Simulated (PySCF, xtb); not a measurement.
chloromethane (CH₃Cl), SMILES CCl.

GFN2-xTB (xtb 6.7.1) at its own geometry gives an orbital gap of 7.02 eV and a dipole moment of 2.04 D.

Geometry: ωB97X-D3(BJ)/def2-TZVP.

**Question.** What does HF/def2-TZVPD in PySCF give? (An estimate is asked for; the answer gives what the named calculation found.)

**Answer.** gap 13.79 eV (levels -11.85 and 1.94 eV), dipole 2.09 D.
